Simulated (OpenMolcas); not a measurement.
# CCSD[T]/Ahlrichs_VTZ run of BHF2 (SMILES FBF)

What is the vertical singlet–triplet gap of BHF2 at CCSD[T]/Ahlrichs_VTZ? 

Program for the calculation: OpenMolcas 26.06.

5 further runs of the same task are left out: 2 that didn't finish, 3 set aside as unsound or not needed.

### Step 1. Starting point

The species is BHF2 (4 atoms), meant as a singlet with charge 0. SMILES: `FBF`. The coordinates come from a PBE0-D4/def2-TZVP relaxation.

Bond lengths: F1–B2 1.313 Å, B2–F3 1.313 Å, B2–H4 1.191 Å. Angles: F1–B2–F3 118.1°, F1–B2–H4 121.0°, F3–B2–H4 121.0°.

### Step 2. A single-point energy at CCSD[T]/Ahlrichs_VTZ

calc.input reads:

```
* BF2H CCSD[T]
>>> EXPORT MOLCAS_PRINT=2

&GATEWAY
 Coord
 4
 angstrom
 F        1.154300       0.456900      -0.361900
 B       -0.001900      -0.031000       0.025200
 F       -1.095400       0.528700      -0.438900
 H       -0.057000      -0.954600       0.775600
 Basis=Ahlrichs_VTZ
 Group=NoSym

&SEWARD

&SCF
 PrOrbitals=1 1

&RASSCF
 FileOrb=$Project.ScfOrb
 Spin=1
 Nactel=0 0 0
 Inactive=12
 Ras2=0
 OutOrbitals=Canonical
 OrbListing=NoCore

&MOTRA
 JobIph
 Frozen=3

&CCSDT
 CCT
 Triples=1
 Iterations=50
 Extrapolation=5 4
```

Started as:

```sh
$ export MOLCAS_MEM=1860
$ pymolcas calc.input > calc.log
```

Output:

```text
--- Start Module: gateway ---
[...]
--- Stop Module: gateway /rc=_RC_ALL_IS_WELL_ ---
[...]
      Basis functions           48
[...]
       Convergence after  10 Iterations
[...]
::    Total SCF energy                               -224.2919670669
[...]
      Total spin, S                                     0.0000000000
[...]
      Number of active orbitals                  0
[...]
      Spin quantum number                      0.0
[...]
      Active orbitals                            0
[...]
      Number of CSFs                             1
[...]
      Number of root(s) required                 1
[...]
      Convergence after  4 iterations
[...]
      Natural orbitals and occupation numbers for root  1
      ************************************************************************************************************************
      *                                                    Final results                                                     *
      ************************************************************************************************************************
[...]
::    RASSCF root number  1 Total energy:   -224.29196707
[...]
      Total electronic charge=   24.000000
      Total            charge=   -0.000000
[...]
      Dipole Moment (debye):
      Origin of the operator (angstrom)=    0.0208    0.3483   -0.2830
                   X= -7.4065E-02               Y= -1.2299E+00               Z=  9.9935E-01           Total=  1.5864E+00
      Quadrupole Moment (debye*angstrom):
[...]
--- Start Module: motra ---
[...]
      *** WARNING: Default frozen orbitals is overwritten by user input.
      *** Default values:   3
[...]
--- Stop Module: motra /rc=_RC_ALL_IS_WELL_ ---
--- Start Module: ccsdt ---
[...]
      Convergence after                    13  Iterations
      Total energy (diff) :    -224.62776425       0.00000001
[...]
       CCSD     =      -224.6277642516535
[...]
--- Stop Module: ccsdt /rc=_RC_ALL_IS_WELL_ ---
[...]
```

Run time: 5.1 s. Hardware: 1 thread of Arm Neoverse V2, shared host; peak memory 0.38 GiB.

### Step 3. The triplet at the same level

calc.input reads:

```
* BF2H CCSD[T]
>>> EXPORT MOLCAS_PRINT=2

&gateway
 coord
 4
 angstrom
 F        1.154300       0.456900      -0.361900
 B       -0.001900      -0.031000       0.025200
 F       -1.095400       0.528700      -0.438900
 H       -0.057000      -0.954600       0.775600
 basis
 Ahlrichs_VTZ
 group
 NoSym

&seward

&scf
 uhf
 spin
 3
 prorbitals
 1 1

&rasscf
 fileorb
 $Project.UnaOrb
 spin
 3
 nactel
 2 0 0
 inactive
 11
 ras2
 2
 outorbitals
 Canonical
 orblisting
 NoCore

&motra
 jobiph
 frozen
 3

&ccsdt
 cct
 triples
 1
 iterations
 50
 extrapolation
 5 4
```

Started as:

```sh
$ export MOLCAS_MEM=1860
$ pymolcas calc.input > calc.log
```

Output:

```text
--- Start Module: gateway ---
[...]
--- Stop Module: gateway /rc=_RC_ALL_IS_WELL_ ---
[...]
      Basis functions           48
[...]
       Convergence after  17 Iterations
[...]
::    Total SCF energy                               -223.9875926683
[...]
      Total spin, S                                     1.0027425926
[...]
      Number of active orbitals                  2
[...]
      Spin quantum number                      1.0
[...]
      Active orbitals                            2
[...]
      Number of CSFs                             1
[...]
      Number of root(s) required                 1
[...]
      Convergence after 11 iterations
[...]
      printout of CI-coefficients larger than  0.05 for root  1
      energy=    -223.984645
      conf/sym  11     Coeff  Weight
             1  uu   1.00000 1.00000
      Natural orbitals and occupation numbers for root  1
      sym 1:   1.000000   1.000000
      ************************************************************************************************************************
      *                                                    Final results                                                     *
[...]
::    RASSCF root number  1 Total energy:   -223.98464473
[...]
      Total electronic charge=   24.000000
      Total            charge=   -0.000000
[...]
      Dipole Moment (debye):
      Origin of the operator (angstrom)=    0.0208    0.3483   -0.2830
                   X= -1.8283E-01               Y= -3.0549E+00               Z=  2.4818E+00           Total=  3.9402E+00
      Quadrupole Moment (debye*angstrom):
[...]
--- Start Module: motra ---
[...]
      *** WARNING: Default frozen orbitals is overwritten by user input.
      *** Default values:   3
[...]
--- Stop Module: motra /rc=_RC_ALL_IS_WELL_ ---
--- Start Module: ccsdt ---
[...]
      Convergence after                    14  Iterations
      Total energy (diff) :    -224.32025630       0.00000002
[...]
       CCSD     =      -224.3202562964974
[...]
--- Stop Module: ccsdt /rc=_RC_ALL_IS_WELL_ ---
[...]
```

It took 6 s on 1 thread of Arm Neoverse V2, shared host; peak memory 0.38 GiB.

### Step 4. What came out

Level: CCSD[T]/Ahlrichs_VTZ, 3 core orbitals frozen.

| quantity | value |
| --- | --- |
| singlet: total energy | -224.63886 Eh |
| singlet: dipole moment (mean-field density) | 1.59 D |
| singlet: HOMO energy (Hartree–Fock orbitals) | -15.52 eV |
| singlet: LUMO energy (Hartree–Fock orbitals) | 2.55 eV |
| singlet: HOMO–LUMO gap (Hartree–Fock orbitals) | 18.07 eV |
| singlet: correlation energy (3 core orbitals frozen) | -346.9 mEh |
| triplet: total energy | -224.33431 Eh |
| vertical energy of the triplet above the singlet | 8.287 eV |

What this shows: At this shape the triplet lies 8.29 eV (800 kJ/mol) above the singlet. Mulliken charges (singlet) of the mean-field density run from -0.44 on F1 to +0.87 on B2; they depend strongly on the basis.
